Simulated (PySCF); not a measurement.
thiophene (C4H4S), SMILES c1ccsc1. Heavy atoms are numbered as in [cH:1]1[cH:2][cH:3][s:4][cH:5]1. Hydrogens are named by the atom that carries them.

Geometry: PBE0-D3(BJ)/def2-SVP.

Computed with B3LYP/pcSseg-1 run with PySCF.

GIAO shieldings, no solvent; atoms alike by connectivity are averaged. δ = σ(ref) − σ: ¹³C against TMS (σ = 181.3 ppm); ³³S against H2S (σ = 695.8 ppm); ¹H against TMS (σ = 31.68 ppm), references at their B3LYP-D3(BJ)/def2-TZVP geometries, non-relativistic.

Estimate the chemical shifts. (Estimate from the structure and the level; the computed values follow.)


| nucleus | atoms | count | δ (ppm) |
|---|---|---|---|
| ¹³C | C3 (CH) | 2 | 135.8 |
| ¹³C | C1 (CH) | 2 | 133.6 |
| ³³S | S4 | 1 | 445.0 |
| ¹H | H on C1 | 2 | 7.36 |
| ¹H | H on C3 | 2 | 7.35 |
